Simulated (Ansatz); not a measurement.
# BH3SSi: the cost of one run

Program: Ansatz 0.2.0. Level of theory: RKS BLYP/def2-mTZVP. These are calculated values, not measurements.

### 1 The structure to begin with

Bond lengths: B1–Si2 1.819 Å, Si2–S3 2.189 Å, B1–H4 1.156 Å, Si2–H5 1.453 Å, S3–H6 1.323 Å. Angles: B1–Si2–S3 111.1°, B1–Si2–H5 147.2°, S3–Si2–H5 99.4°, Si2–B1–H4 150.1°, Si2–S3–H6 96.0°.

Coordinates:

```xyz
6

B    -1.3244   -0.4263   -0.5552
Si    0.3093    0.3615   -0.6874
S     1.2244    0.6125    1.2852
H    -1.9721   -1.3768   -0.4429
H     1.2007    1.2005   -1.4708
H     0.5623   -0.3714    1.8711
```

### 2 End point A

input.yaml

```yaml
crystal:
  periodic: [false, false, false]
  atoms:
    - { symbol: B, position_ang: [-1.32441, -0.42628, -0.5552] }
    - { symbol: Si, position_ang: [0.30926, 0.36151, -0.68736] }
    - { symbol: S, position_ang: [1.22435, 0.61249, 1.28519] }
    - { symbol: H, position_ang: [-1.97212, -1.37681, -0.44287] }
    - { symbol: H, position_ang: [1.20068, 1.20048, -1.47084] }
    - { symbol: H, position_ang: [0.56225, -0.37139, 1.87108] }
basis:
  gaussian: { orbitals: def2-mTZVP }
hamiltonian:
  xc: blyp
relax:
  f_tol: 0.015
  max_steps: 40
```

Run with:

```console
ansatz run input.yaml --threads 1 --pin off --max-ram 2048MiB --backend cpu --events-out ev --progress --plain --runs-dir out
```

What time and memory should one allow on 1 thread of Intel Xeon at 2.70GHz, shared host?

About 91 s, with a peak of 0.15 GiB.
